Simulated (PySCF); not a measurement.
Geometry:
| atom | x (Å) | y (Å) | z (Å) |
| --- | --- | --- | --- |
| O1 | 1.744 | -0.263 | -1.142 |
| C2 | 1.619 | -0.117 | 0.093 |
| O3 | 2.485 | -0.098 | 0.985 |
| C4 | 0.160 | 0.062 | 0.580 |
| C5 | -0.910 | -0.711 | -0.139 |
| C6 | -0.800 | 0.767 | -0.337 |
| H7 | 0.047 | 0.214 | 1.659 |
| H8 | -1.761 | -1.105 | 0.428 |
| H9 | -0.542 | -1.339 | -0.957 |
| H10 | -1.575 | 1.412 | 0.092 |
| H11 | -0.357 | 1.098 | -1.282 |

Total charge -1.

Geometry: PBE0-D3(BJ)/def2-SVP; GIAO absolute shieldings from PySCF 2.14, gas phase, non-relativistic, averaged over equivalent atoms.

At PBE0/pcSseg-1 (127 basis functions, 18 s wall time on 1 thread of an Arm Neoverse N1, shared host):
```csv
atoms,σ (ppm)
O3,-32.5
O1,52.7
C2,11.8
C4,167.7
C5/C6,180.1
H7,30.64
H9/H11,30.92
H8/H10,31.78
```

Question: Estimate the result of repeating the calculation with wB97X-D/pcSseg-2.

Answer: 
```csv
atoms,σ at wB97X-D/pcSseg-2,change
O3,-15.3,+17.2
O1,52.5,-0.2
C2,3.6,-8.2
C4,165.1,-2.6
C5/C6,179.1,-1.0
H7,30.37,-0.27
H9/H11,30.75,-0.17
H8/H10,31.73,-0.05
```

The largest change is at O3 (carboxylate oxygen). Cost: 286 basis functions, 78 s wall time on 1 thread of an Arm Neoverse N1, shared host. The order of the carbon signals is the same at both levels.
